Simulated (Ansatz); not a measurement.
fcc Pd, relaxed in Ansatz (plane waves) with several semilocal functionals. Each gives its own volume and its own bulk modulus:

| level | V0 (Å³/atom) | bulk modulus (GPa) | ln V0 | ln B0 |
|---|---|---|---|---|
| LDA | 14.152 | 227.1 | 2.6499 | 5.4254 |
| PBE-D3(BJ) | 14.717 | 192.8 | 2.6890 | 5.2617 |
| PBE-D4 | 14.913 | 185.1 | 2.7022 | 5.2209 |
| PBE | 15.325 | 167.8 | 2.7295 | 5.1228 |
| revPBE | 15.636 | 153.3 | 2.7496 | 5.0324 |
| RPBE | 15.765 | 147.7 | 2.7578 | 4.9952 |

### Question
Fit a straight line to ln B0 against ln V0. What does it predict for rVV10, whose volume is 15.710 Å³/atom?

### Answer
With x = ln V0 and y = ln B0: means 2.71300 and 5.17640; Σ(Δx Δy) = -0.03251, Σ(Δx²) = 0.008293, so the slope is -3.92. At x = 2.7543 the line gives y = 5.17640 + (-3.92) × (2.7543 − 2.71300) = 5.0145, or 150.6 GPa. The run with rVV10 gives 163.2 GPa, +8.4 % from the line. The rows used scatter about it by up to 1.1 %, while the largest value lies 54 % above the smallest. For comparison, PBE's own equation of state has B′ = 5.5, the slope −d ln B/d ln V at a fixed functional; the two needn't agree, since functionals also differ at one volume.

Measured: 195 GPa (measured, zero-point energy and finite temperature contributions removed, our sources range from 187 to 198; as tabulated in doi:10.1021/acs.jctc.3c00612).

Ansatz's density-functional and Hartree–Fock values are scalar-relativistic unless marked +SOC, with PAW data made under PBE.

Ansatz is a quantum-chemistry and plane-wave program.
